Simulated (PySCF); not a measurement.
Species: ethane, C2H6.
SMILES: `CC`

The closed-shell ground state was solved at several levels (PySCF, density fitting, gas phase, non-relativistic). Geometry: GFN2-xTB; no solvent, vibrations or thermal averaging. The dipole stays under 0.02 D at every level.

| level | basis functions | total energy (Eh) | HOMO (eV) | LUMO (eV) | gap (eV) |
| --- | --- | --- | --- | --- | --- |
| B3LYP/pcJ-1 | 114 | -79.8405 | -9.45 | 1.43 | 10.88 |
| PBE0/pcSseg-1 | 64 | -79.7099 | -9.64 | 1.75 | 11.39 |
| PBE0/def2-SVPD | 88 | -79.6674 | -9.62 | 0.92 | 10.54 |

Problem. What might CAM-B3LYP/def2-SVPD (88 basis functions) give for the same quantities?

Solution. Total energy -79.7170 Eh, HOMO -11.10 eV, LUMO 1.51 eV, gap 12.61 eV.

Problem. Over all these levels, which gives the widest orbital gap and which the narrowest?

Solution. CAM-B3LYP/def2-SVPD (range-separated hybrid) has the widest, 12.61 eV, and PBE0/def2-SVPD (global hybrid, 25 % exact exchange) the narrowest, 10.54 eV. The two share the basis. From the narrowest to the widest the HOMO moves by -1.48 eV and the LUMO by +0.59 eV.
